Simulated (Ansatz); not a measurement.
**AlPH₃+ (triplet): the correlation ladder, cc-pVDZ**

An exercise on one series of results from a longer session: the logs are not shown, and one member is left open.

The runs use Ansatz 0.2.0, Gaussian basis; cc-pVDZ, core rule «outside noble gas», up to 10 orbitals frozen.

To be run: UHF; CCSD(T) on ROHF; CCSD(T) on UHF; BCCD(T) on ROHF; CISD; CCSDT(Q) on ROHF; CCSDT(Q) on UHF.

21 further runs of the same task are left out: 7 that didn't finish, 14 set aside as unsound or not needed.

## The geometry

The geometry is a PBE0/def2-TZVP stationary point (not a proven minimum) of the parent state, kept for this charge and spin.

5 atoms, charge 1, spin multiplicity 3.

Atoms are counted from 1 here; the program's logs count them from 0.

Bond lengths: Al1–P2 2.345 Å, Al1–H3 1.606 Å, P2–H4 1.424 Å, P2–H5 1.419 Å. Angles: P2–Al1–H3 115.6°, Al1–P2–H4 91.6°, Al1–P2–H5 95.5°, H4–P2–H5 94.5°.

The first run:

Contents of in.yaml:

```yaml
crystal:
  periodic: [false, false, false]
  atoms:
    - {symbol: Al, position_ang: [0.042298, -0.119616, 1.254150]}
    - {symbol: P, position_ang: [-0.090450, 0.068392, -1.079457]}
    - {symbol: H, position_ang: [-0.052697, 1.261982, 2.066825]}
    - {symbol: H, position_ang: [1.035122, 0.939745, -1.114035]}
    - {symbol: H, position_ang: [0.664801, -1.101382, -1.353659]}
basis:
  gaussian: {orbitals: cc-pVDZ}
total_charge: 1
magnetization: {spin_polarized: true, initial_magnetization: 2}
hamiltonian: {xc: hf}
output: {orbitals: {seedname: orbitals}}
```

Launch:

```console
ansatz run in.yaml --threads 1 --pin off --events-out ev --progress --plain --max-ram 2393MiB
```

Among the steps run: UHF; CCSD(T) on ROHF; CCSD(T) on UHF; BCCD(T) on ROHF; CISD; CCSDT(Q) on ROHF; CCSDT(Q) on UHF.

One table of the session follows, with a row left open; its other results are not shown here.

```
   method  from UCCSDT(Q) (meV)
     ROHF               +5258.9
      UHF               +5115.8
     RMP2               +1237.0
     UMP2               +1211.9
     CISD                +561.9
    RCCSD                +185.0
    UCCSD                +178.3
 RCCSD(T)                     ?
 UCCSD(T)                 +42.7
  BCCD(T)                 +41.5
   RCCSDT                  +7.0
   UCCSDT                  +6.1
RCCSDT(Q)                  +1.1
UCCSDT(Q)                     0
```

Estimate the missing values for RCCSD(T).

The run gave: from UCCSDT(Q) (meV): +44.4. In the column «from UCCSDT(Q) (meV)» it lies between UCCSD(T) (+42.7) and UCCSD (+178.3).

Caveats from the session: Restricted and unrestricted rows rest on different reference determinants; where their highest levels disagree by more than a few hundredths of an eV, they describe different states and don't form one ladder.
